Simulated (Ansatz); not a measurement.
Reaction (SMILES): C=C=O → C(=[CH-])=O + H+
B3LYP-D3(BJ)/def2-TZVP geometries, fixed; electronic energies without zero-point terms.

Basis-set convergence of the deprotonation energy at MP2 with Ansatz (a first-principles code). Cartesian d functions, on some or all atoms, in 6-31G*, 6-31+G*; all else is spherical. Cores are frozen. No added dispersion term, no relativity. Functions are those of the species that has most. Reference: Hartree-Fock in aug-cc-pVQZ plus the correlation part extrapolated as X^-3 from aug-cc-pVTZ and aug-cc-pVQZ, 368.22 kcal/mol, itself unsure by roughly 0.21 kcal/mol (a third of the extrapolation step and of the last Hartree-Fock step). Deviations are taken from unrounded values.

| basis | functions | deprotonation energy (kcal/mol) |
|---|---|---|
| 6-31G* | 49 | 385.36 |
| 6-31+G* | 61 | 367.40 |
| cc-pVDZ | 52 | 385.35 |
| aug-cc-pVDZ | 87 | 368.29 |
| def2-SVP | 52 | 385.40 |
| def2-SVPD | 79 | 371.65 |
| pcseg-1 | 52 | 377.77 |
| aug-pcseg-1 | 87 | 368.86 |
| 6-311G** | 66 | 382.93 |
| 6-311+G** | 78 | 372.24 |
| def2-TZVP | 105 | 371.76 |
| def2-TZVPD | 132 | 368.90 |
| cc-pVTZ | 118 | 376.20 |
| aug-cc-pVTZ | 184 | 368.77 |
| pcseg-2 | 118 | 372.78 |
| aug-pcseg-2 | 184 | 369.54 |
| def2-TZVPP | 121 | 373.50 |
| def2-TZVPPD | 148 | 370.63 |
| cc-pVQZ | 225 | 372.08 |
| aug-cc-pVQZ | 332 | 368.57 |
| def2-QZVPP | 231 | 370.51 |
| def2-QZVPPD | 258 | 369.75 |
| pcseg-3 | 246 | 369.91 |
| aug-pcseg-3 | 353 | 369.36 |

What the diffuse functions change, pair by pair:
- 6-31G* to 6-31+G*: 12 more functions, deviation 17.14 to -0.82 kcal/mol
- cc-pVDZ to aug-cc-pVDZ: 35 more functions, deviation 17.13 to 0.07 kcal/mol
- def2-SVP to def2-SVPD: 27 more functions, deviation 17.18 to 3.43 kcal/mol
- pcseg-1 to aug-pcseg-1: 35 more functions, deviation 9.55 to 0.64 kcal/mol
- 6-311G** to 6-311+G**: 12 more functions, deviation 14.71 to 4.02 kcal/mol
- def2-TZVP to def2-TZVPD: 27 more functions, deviation 3.54 to 0.68 kcal/mol
- cc-pVTZ to aug-cc-pVTZ: 66 more functions, deviation 7.98 to 0.55 kcal/mol
- pcseg-2 to aug-pcseg-2: 66 more functions, deviation 4.56 to 1.32 kcal/mol
- def2-TZVPP to def2-TZVPPD: 27 more functions, deviation 5.28 to 2.41 kcal/mol
- cc-pVQZ to aug-cc-pVQZ: 107 more functions, deviation 3.86 to 0.35 kcal/mol
- def2-QZVPP to def2-QZVPPD: 27 more functions, deviation 2.29 to 1.53 kcal/mol
- pcseg-3 to aug-pcseg-3: 107 more functions, deviation 1.69 to 1.14 kcal/mol

Leaving out the reference's own pair, they bring the value nearer the reference by more than 0.21 kcal/mol in 11 of 11 pairs.
